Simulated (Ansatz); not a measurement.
# HMgP: the cost of one run

Method: def2-QZVPP, core rule «outside noble gas», up to 10 orbitals frozen; program: Ansatz 0.2.0, Gaussian basis.

The runs, in order: UHF; ROHF; CCSD(T) on UHF.

2 further runs of the same task are left out: 2 set aside as unsound or not needed.

## Step 1: What is computed

The geometry is a PBE0/def2-TZVP stationary point (not a proven minimum) of the parent state, kept for this charge and spin.

3 atoms, charge 0, spin multiplicity 5.

Atoms are counted from 1 here; the program's logs count them from 0.

Bond lengths: P1–Mg2 2.462 Å, Mg2–H3 1.704 Å. Angles: P1–Mg2–H3 180.0°.

## Step 2: UHF

in.yaml

```yaml
crystal:
  periodic: [false, false, false]
  atoms:
    - {symbol: P, position_ang: [0.000000, 0.000000, 2.209624]}
    - {symbol: Mg, position_ang: [0.000000, 0.000000, -0.252681]}
    - {symbol: H, position_ang: [0.000000, 0.000000, -1.956943]}
basis:
  gaussian: {orbitals: "def2-QZVPP.json"}
magnetization: {spin_polarized: true, initial_magnetization: 4}
hamiltonian: {xc: hf}
output: {orbitals: {seedname: orbitals}}
```

On the command line:

```sh
$ ansatz run in.yaml --threads 1 --pin off --events-out ev --progress --plain --max-ram 2393MiB
```

What time and memory should one allow on 1 thread of Arm Neoverse V1, shared host?

About 26 s, with a peak of 0.37 GiB.
